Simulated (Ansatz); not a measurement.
# bcc V

Level of theory: B3LYP (VWN-RPA form) (PAW; Ansatz, a quantum-chemistry and plane-wave program).

Run with plane-wave cutoff 460 eV, 14×14×14 k mesh, Fermi–Dirac smearing 0.05 eV, no spin polarisation, scalar-relativistic PAW data made under PBE.

Cell (relaxed at this level):

Space group Im-3m (No. 229); a = b = c = 2.986 Å, α = β = γ = 90.00°

```json
[
 {"atom": "V", "site": "2a", "symmetry": "m-3m", "x": "0.0000", "y": "0.0000", "z": "0.0000"}
]
```
(The calculation used a cell of 1 atom; values per cell refer to that cell.)

```json
{
 "bulk modulus B0": "202 GPa",
 "pressure derivative B′ of the bulk modulus": "4.0"
}
```

Measured, for comparison: bulk modulus 161 GPa (corrected for temperature and zero-point phonon effects, our sources range from 159 to 166; as tabulated in Levämäki et al. (2014), arXiv:1402.3671). Computed (rounded) less measured: bulk modulus +25 % (+22 % to +27 % over the range).

Computing time: very roughly 11 core-minutes.
